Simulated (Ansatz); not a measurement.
CsCl-type TlCl, treated with LDA (Ansatz, a quantum-chemistry and plane-wave program, plane waves, PAW).

Run with plane-wave cutoff 520 eV, 10×10×10 k mesh, Fermi–Dirac smearing 0.01 eV, scalar-relativistic PAW data made under PBE.

The cell is scaled about its equilibrium volume:

```
V (Å³/atom)  P (GPa)  direct gap at Γ (eV)  smallest gap on the k mesh (eV)
-----------  -------  --------------------  -------------------------------
23.692          2.72                 9.490                            1.382
24.196          1.70                 9.444                            1.447
24.700          0.80                 9.399                            1.508
25.204          0.00                 9.354                            1.568
25.708         -0.71                 9.311                            1.624
26.212         -1.34                 9.268                            1.678
26.716         -1.89                 9.226                            1.729
```

The fundamental gap (1.57 eV at the equilibrium volume, with added k points) lies elsewhere than Γ–Γ.

Spin–orbit coupling is not included; with these elements it can move the gap by several tenths of an eV or more.
